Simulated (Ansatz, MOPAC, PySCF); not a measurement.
## Ladder of methods for the band gap of rock-salt LiF

Reference value: 15.35 eV (measured, zero-point renormalisation of 1.15 eV added back here (the table's ZPR column); inputs from Chen et al. (2018), doi:10.1103/physrevmaterials.2.073803).

```csv
level (code),value (eV),cell (Å³/atom)
PM3 semi-empirical Hartree-Fock (MOPAC),13.79,8.16
LDA (Ansatz),8.85 (direct),8.16
PBE (Ansatz),9.10 (direct),8.16
rVV10 (Ansatz),8.87 (direct),8.19
r²SCAN-D4 (Ansatz),…,7.88
B3LYP (VWN-RPA form) (Ansatz),11.71 (direct),8.16
LC-ωPBE (Ansatz),…,8.15
Hartree–Fock (Ansatz),…,8.16
evGW@PBE (PySCF),15.27 ± 0.1,8.16
```

Q: Fill in the missing entries.

A: 
- r²SCAN-D4 (Ansatz, a first-principles code), value (eV): 10.40 (direct)
- LC-ωPBE (Ansatz), value (eV): 17.26 (direct)
- Hartree–Fock (Ansatz), value (eV): 21.86 (direct)

Errors against the reference: PM3 semi-empirical Hartree-Fock (MOPAC) -1.56 eV, LDA -6.50 eV, PBE -6.25 eV, rVV10 -6.48 eV, r²SCAN-D4 -4.95 eV, B3LYP (VWN-RPA form) -3.64 eV, LC-ωPBE +1.91 eV, Hartree–Fock +6.51 eV, evGW@PBE -0.08 eV.

Leaving aside PM3 semi-empirical Hartree-Fock (MOPAC) (doubt noted below): Closest of the ranked levels: evGW@PBE (-0.08 eV). Once the reference is moved by up to 0.10 eV (a margin picked here for doubts on the reference and the settings) and values within 0.03 eV count as equal, the farthest can be Hartree–Fock (+6.51 eV), LDA (-6.50 eV) or rVV10 (-6.48 eV). Of the ranked levels only evGW@PBE lands within 0.5 eV.

Semilocal Kohn–Sham gaps run low as a rule, and all computed gaps are for a static lattice, while measured ones hold electron–phonon shifts unless said otherwise.  A ± on a computed value is a rough bar: the spread of its extrapolation, a floor set from checks against published values, or a statistical error. PM3 semi-empirical Hartree-Fock (MOPAC): the gap is read on the k mesh or supercell of the run alone and can be too large. PM3 semi-empirical Hartree-Fock (MOPAC): the method was fitted mainly to molecules. PM3 semi-empirical Hartree-Fock (MOPAC): gaps of these semi-empirical methods are Hartree–Fock-like level differences, and their formation enthalpies are fitted 298 K values. Values are at the measured cell; rVV10 at the level's own equilibrium cell; r²SCAN-D4 at the level's own relaxed cell; LC-ωPBE at the level's own equilibrium cell. Cutoffs and k meshes differ between the levels. Ansatz's density-functional and Hartree–Fock values are scalar-relativistic unless marked +SOC, with PAW data made under PBE.

Differences are worked out from the printed values.
